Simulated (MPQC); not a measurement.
# PBE0-1/3/STO-2G (hessian update BFGS) run of BNH4 (BH2(NH2))

Aim: a geometry optimisation of BNH4 (BH2(NH2)). 

The results are computed with MPQC 2.3.1.

13 further runs of the same task are left out: 4 that didn't finish, 9 set aside as unsound or not needed.

## (1) The molecule

The species is BNH4 (6 atoms), meant as a singlet with charge 0. SMILES: `[H]B([H])N`. The coordinates come from a GFN2-xTB relaxation. The run starts from this shape.

Bond lengths: B1–N4 1.378 Å, B1–H2 1.171 Å, B1–H3 1.171 Å, N4–H5 1.007 Å, N4–H6 1.007 Å. Angles: B1–N4–H5 123.8°, B1–N4–H6 123.7°, H2–B1–N4 118.8°, H3–B1–N4 119.0°, H5–N4–H6 112.5°, H2–B1–H3 122.1°.

## (2) A geometry optimisation at PBE0-1/3/STO-2G (hessian update BFGS)

Input file run.in:

```
% BH4N
molecule<Molecule>: (
    symmetry = c1
    unit = angstrom
    { atoms geometry } = {
        B  [ 0.341950 0.595150 0.003650 ]
        H  [ 1.330110 0.674300 0.627440 ]
        H  [ -0.078600 1.496820 -0.614110 ]
        N  [ -0.345390 -0.598720 -0.003870 ]
        H  [ -1.199300 -0.750580 -0.515060 ]
        H  [ -0.048780 -1.416960 0.501960 ]
    }
)
basis<GaussianBasisSet>: (
    name = "STO-2G"
    molecule = $:molecule
)
mpqc: (
    checkpoint = no
    savestate = no
    restart = no
    do_energy = yes
    do_gradient = no
    optimize = yes
    coor<SymmMolecularCoor>: (
        molecule = $:molecule
        generator<IntCoorGen>: ( molecule = $:molecule )
    )
    mole<CLKS>: (
        molecule = $:molecule
        basis = $:basis
        total_charge = 0
        memory = 1000000000
        print_evals = yes
        print_npa = yes
        maxiter = 80
        functional<SumDenFunctional>: (
            a0 = 0.3333333333
            coefs = [ 0.6666666667 1 ]
            funcs: [ <PBEXFunctional>: () <PBECFunctional>: () ]
        )
        integrator<RadialAngularIntegrator>: ( grid = coarse )
        guess_wavefunction<ExtendedHuckelWfn>: (
            molecule = $:molecule
            total_charge = 0
            multiplicity = 1
            basis<GaussianBasisSet>: (
                name = "STO-3G"
                molecule = $:molecule
            )
        )
        coor = $..:coor
    )
    opt<QNewtonOpt>: (
        function = $..:mole
        max_iterations = 40
        update<BFGSUpdate>: ()
        convergence<MolEnergyConvergence>: (
            cartesian = yes
            energy = $..:..:mole
        )
    )
)
```

On the command line:

```
$ mpqc run.in > run.out
```

Q: Predict the results. Wanted: total energy at the end; HOMO energy; LUMO energy; HOMO–LUMO gap.

Answer, from the run:

Level: PBE0-1/3/STO-2G (hessian update BFGS).

| quantity | value |
| --- | --- |
| total energy at the end | -78.53858 Eh |
| HOMO energy | -6.54 eV |
| LUMO energy | 5.32 eV |
| HOMO–LUMO gap | 11.86 eV |

At the final geometry: Bond lengths: B1–N4 1.383 Å, B1–H2 1.175 Å, B1–H3 1.175 Å, N4–H5 1.044 Å, N4–H6 1.044 Å. Angles: B1–N4–H5 124.3°, B1–N4–H6 124.3°, H2–B1–N4 119.1°, H3–B1–N4 119.2°, H5–N4–H6 111.4°, H2–B1–H3 121.7°. The optimisation took 7 steps and changed the energy by -0.081 eV.
